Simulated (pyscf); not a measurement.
`[SiH2]=[Se]` + `[H]` [doublet] → `[SiH]=[Se]` [doublet] + `[H][H]`, a hydrogen abstraction (doublet surface; H–Si broken, H–H formed). Optimised with ωB97X-D3(BJ)/def2-SVP in PySCF. Energies in kJ/mol from the separated reactants.

AM1 to PM7: differences of heats of formation from MOPAC, which are fitted to 298 K values and so differ in kind from electronic energies by zero-point and thermal terms. Open shells are spin-unrestricted. 

In single points AM1 puts the saddle at -12.6 kJ/mol and the reaction energy at -167.5 kJ/mol. Should these be trusted to within a few kcal/mol? Compare with ωB97M-D3(BJ)/def2-TZVP.

ωB97M-D3(BJ)/def2-TZVP gives ΔE‡ = 15.4 kJ/mol and ΔE = -95.4 kJ/mol. AM1 lies 28.0 kJ/mol under it in the barrier and 72.1 kJ/mol under it in the reaction energy, so on this step it does not hold to within 12.6 kJ/mol. At AM1 this geometry lies under one side, so its ΔE‡ may be no barrier of that level. ωB97M-D3(BJ)/def2-TZVP has limits of its own. One saddle was located; it need not be the lowest between these sides. The angle at the transferred H is 178°. In the def2 sets elements up to Kr have no core potential.
